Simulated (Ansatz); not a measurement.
MgH₂, relaxed as a singlet with RKS PBE0-D4/def2-TZVP in Ansatz, starting from the GFN2-xTB geometry. Force threshold 0.02 eV/Å.

Start:

```xyz
3

Mg   -0.001   -0.001    0.000
H     0.177   -1.483   -0.656
H    -0.176    1.484    0.656
```

(1) Estimate the energy that the relaxation releases and the steps that it takes.

(2) Does the start keep its bonding and symmetry?

(3) Predict the relaxed structure.

Answers

(1) 0.06 eV, in 3 steps; 0.55 s on 4 threads of Arm Neoverse V2 on a shared host. No frequencies were taken in this run, so the end may be a saddle point.

(2) By distances, no bond broke or formed. The bond that changes most is Mg1–H2, from 1.63 to 1.71 Å (atoms count from 1). Point group D∞h at the start, D∞h at the end, both within 0.05 Å.

(3) 
```xyz
3

Mg    0.000    0.000    0.000
H     0.185   -1.550   -0.685
H    -0.185    1.550    0.685
```
Bond lengths: 2 × H–Mg 1.71 Å.
